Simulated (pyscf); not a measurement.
A first-order saddle from PySCF, ωB97X-D3(BJ)/def2-SVP:

```
Si
N 1 1.7722
H 2 1.0160 1 116.53
H 2 1.0175 3 108.38 1 -134.29
H 1 1.5098 2 103.87 3 176.24
H 1 1.5171 5 101.40 2 -116.92
H 1 2.2110 5 93.96 6 -125.33
O 7 1.0809 1 126.42 5 177.04
H 8 0.9797 7 102.33 1 92.74
H 8 1.0760 9 102.72 7 78.15
```
Charge 0, spin multiplicity 1.

Surface: singlet, charge 0. Lowest wavenumbers (cm⁻¹): 1532i, 101, 148, 218, 341.

Problem. Which two sides does it connect, and which bonds change?

Solution. H₂N–SiH₃ + H₂O <-> H₂N–SiH₃ + H₂O, a four-centre exchange read from left to right: H–Si, H–O broken and H–Si, H–O formed. At CCSD(T)/def2-TZVPP + ΔMP2(QZVPP) it lies +74.9 kcal/mol from the left side and +74.9 kcal/mol from the right (each side as separated species at their lowest minima found). On the reactant side the descent ends in a complex (not fully relaxed), 4.2 kcal/mol under the separated species and 77.4 kcal/mol under the saddle at ωB97X-D3(BJ)/def2-TZVP. The same reactants have a lower exit, to HO–SiH₃ + NH₃ (barrier +18.9 kcal/mol at ωB97M-D3(BJ), against +71.3 kcal/mol here). This is the saddle that the search found; another between the same sides may lie lower. The CCSD(T) − MP2 part came from Ansatz, without density fitting, on the same reference.
